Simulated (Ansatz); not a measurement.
Computed with frozen-core CCSD(T)/cc-pVTZ // PBE-D3(BJ)/def2-TZVP (Ansatz, an electronic-structure program).

Ansatz 0.2 input:
```yaml
crystal:
  periodic: [false, false, false]
  atoms:
    - { symbol: N, position_ang: [-0.000034, 0.434484, -0.000001] }
    - { symbol: H, position_ang: [-0.808382, -0.217305, 0.000003] }
    - { symbol: H, position_ang: [0.808415, -0.21718, -0.000003] }
basis:
  gaussian: { orbitals: cc-pVTZ }
correlation:
  method: ccsd_t
magnetization:
  spin_polarized: true
  initial_magnetization: 1
```

Output:

```
Functional definition: HF
338 factors; integrals over basis functions are off by at most 4.6e-4 eV
mean field evaluation 1: about -1511.8512 eV, gradient 1.3e1 eV
mean field evaluation 2: about -1511.8516 eV, gradient 1.3e1 eV
mean field evaluation 4: about -1512.5343 eV, gradient 1.3e0 eV
mean field evaluation 8: about -1512.5460 eV, gradient 1.2e-3 eV
mean field evaluation 16: about -1512.5460 eV, gradient 2.7e-6 eV
mean field evaluation 32: about -1510.2668 eV, gradient 9.9e-2 eV
mean field -1512.54604022 eV, -55.5850417376 hartree, gradient 2.7e-6 eV, S^2 0.759252; 1 other end points of the search recorded, 0 dependent functions left out
determinant -1512.54604022 eV, -55.5850417376 hartree, with singles and doubles -1518.12017325 eV, -55.7898873480 hartree
determinant -1510.26663172 eV, -55.5012750202 hartree, with singles and doubles -1515.87894046 eV, -55.7075235623 hartree
1 core orbitals not correlated
reference -1512.54604022 eV, -55.5850417376 hartree; 4, 3 occupied and 53, 54 virtual orbitals, 338 factors
second order -5.03795722 eV of doubles, -0.00000000 eV of singles
cycle   1  -5.50296256 eV  change   -4.7e-1 eV  update   1.3e-2
cycle   2  -5.51417571 eV  change   -1.1e-2 eV  update   2.9e-3
cycle   3  -5.51461674 eV  change   -4.4e-4 eV  update   1.1e-3
cycle   4  -5.51489503 eV  change   -2.8e-4 eV  update   4.3e-4
cycle   5  -5.51499482 eV  change   -1.0e-4 eV  update   1.4e-4
cycle   6  -5.51501018 eV  change   -1.5e-5 eV  update   4.2e-5
cycle   7  -5.51503780 eV  change   -2.8e-5 eV  update   1.3e-5
cycle   8  -5.51503649 eV  change    1.3e-6 eV  update   4.9e-6
perturbative correction -0.15566824 eV, -0.0057207022 hartree
Total energy: -1518.21674495 eV, -55.7934362925 hartree
```

Cost: roughly 2.6 core-seconds.
